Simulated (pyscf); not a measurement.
Single points on ωB97X-D3(BJ)/def2-SVP structures (PySCF, gas phase).

Question: For the elementary gas-phase step H₂N–Sn(NH₂)(NH₂)–NH₂ (SMILES [NH2][Sn]([NH2])([NH2])[NH2]) + H• (SMILES [H]) → NH₃ (SMILES N) + H₂N–Sn•(NH₂)–NH₂ (SMILES [NH2][Sn]([NH2])[NH2]) (doublet surface; N–Sn broken, H–N formed), what barrier and reaction energy does ωB97M-D3(BJ)/def2-TZVP give, measured from the separated reactants?

Answer: ΔE‡ = 22.1 kJ/mol, ΔE = -162.2 kJ/mol. Zero-point energy shifts the barrier by +6.1 kJ/mol. It is a substitution at N, with an imaginary mode of 1365i cm⁻¹. On the product side the descent ends in a complex (not fully relaxed), 26.2 kJ/mol under the separated species and 200.3 kJ/mol under the saddle at ωB97X-D3(BJ)/def2-TZVP. At ωB97X-D3(BJ)/def2-TZVP the barrier from the zero used here is 31.3 kJ/mol. This is the saddle that the search found; another between the same sides may lie lower. The angle at the attacked N is 138°. Elements past Kr carry the def2 core potentials, without spin-orbit coupling.
